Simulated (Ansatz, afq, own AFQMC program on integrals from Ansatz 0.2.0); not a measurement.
## Atomization energy of Si2H4, singlet

```xyz
6

Si    0.0000    0.0325    1.1295
Si    0.0000   -0.0813   -1.2584
H     0.0000    1.3666    1.7907
H     1.1977   -0.7210    1.6091
H    -1.1977   -0.7210    1.6091
H     0.0000    1.4351   -1.4171
```

Connectivity, by distances: SiH3–SiH.

Atoms in their ground-state spins without spin–orbit coupling (mostly on UHF) minus the molecule (RHF), without zero-point energy. The geometry is a stationary point, not shown to be a minimum.

Basis cc-pVDZ. Noble-gas cores (and the filled d shells of Ga–Kr and In–Xe) are frozen. Ansatz 0.2.0 and our own AFQMC program on the same integrals; the CISD trial comes from CCSD amplitudes, and released means the phaseless constraint is let go. ± is one standard error of the sampling. The errors of all members are added in quadrature.

No full CI on the walks' own integrals is used here; CCSDT(Q) serves as the reference and is uncertain by about the last step of the cluster series. Each member takes its own surest rung, up to full CI.

Errors are counted within cc-pVDZ, not against nature.

Cautions: Si₂H₄ (singlet): higher spins were not checked, restricted determinant unstable towards unrestricted (UHF 119 meV lower, ⟨S²⟩ 0.45).

| level | atomization energy (kcal/mol) |
| --- | --- |
| HF | 261.7 |
| CCSD | 329.3 |

Question: From these cheaper values, estimate the atomization energy at the reference level in cc-pVDZ.

Answer: 332.3 kcal/mol (CCSDT(Q) in cc-pVDZ).

| level | atomization energy (kcal/mol) | error against CCSDT(Q) (kcal/mol) |
| --- | --- | --- |
| MP2 | 322.6 | -9.7 |
| CCSD(T) | 331.9 | -0.4 |
| CCSDT | 332.2 | -0.1 |
| ph-AFQMC/HF | 336.4 ± 1.1 | 4.1 ± 1.1 |
| ph-AFQMC/CISD | 332.4 ± 0.2 | 0.1 ± 0.2 |
| released AFQMC | 332.6 ± 0.4 | 0.3 ± 0.4 |

Correlation beyond CCSD(T) adds 0.4 kcal/mol. The perturbative (T) step is worth +2.6 kcal/mol.

A walk keeps the symmetry of its determinant, which the program's search chose and which needn't be the lowest solution, so a lower state of the same spin and another symmetry isn't excluded. Released energies are given only where the last usable release times agree within the noise; a slower fall can still hide under it.
